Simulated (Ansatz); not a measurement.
**NHO (triplet): from Hartree-Fock to the top rungs, def2-QZVPP**

One table from this session's results is given with a row withheld; the runs are named, their logs left out.

Program: Ansatz 0.2.0, Gaussian basis. Level of theory: def2-QZVPP, core rule «outside noble gas», up to 2 orbitals frozen. These are calculated values, not measurements.

Plan: UHF; ROHF; CCSD(T) on UHF.

2 further runs of the same task are left out: 2 set aside as unsound or not needed.

### The geometry

The geometry is a PBE0/def2-TZVP stationary point (not a proven minimum) of the parent state, kept for this charge and spin.

3 atoms, charge 0, spin multiplicity 3.

Atoms are counted from 1 here; the program's logs count them from 0.

Bond lengths: N1–O2 1.190 Å, N1–H3 1.063 Å. Angles: O2–N1–H3 108.9°.

Set-up of the first run:

in.yaml

```yaml
crystal:
  periodic: [false, false, false]
  atoms:
    - {symbol: N, position_ang: [0.000000, -0.133916, 0.588487]}
    - {symbol: O, position_ang: [0.000000, 0.066844, -0.584306]}
    - {symbol: H, position_ang: [0.000000, 0.799908, 1.097088]}
basis:
  gaussian: {orbitals: "def2-QZVPP.json"}
magnetization: {spin_polarized: true, initial_magnetization: 2}
hamiltonian: {xc: hf}
output: {orbitals: {seedname: orbitals}}
```

Command:

```sh
$ ansatz run in.yaml --threads 1 --pin off --events-out ev --progress --plain --max-ram 2393MiB
```

Steps of the session up to this table: UHF; ROHF; CCSD(T) on UHF.

One of the session's tables, all rows but one given; the rest of the session is left out.

| method | from UCCSD(T) (kcal/mol) |
| --- | --- |
| ROHF | +294.59 |
| UHF | +284.38 |
| UMP2 | +20.12 |
| UCCSD | ? |
| UCCSD(T) | 0 |

Q: Estimate the row for UCCSD from the others.

The run gave: from UCCSD(T) (kcal/mol): +11.46. In the column «from UCCSD(T) (kcal/mol)» it lies between UCCSD(T) (0) and UMP2 (+20.12).
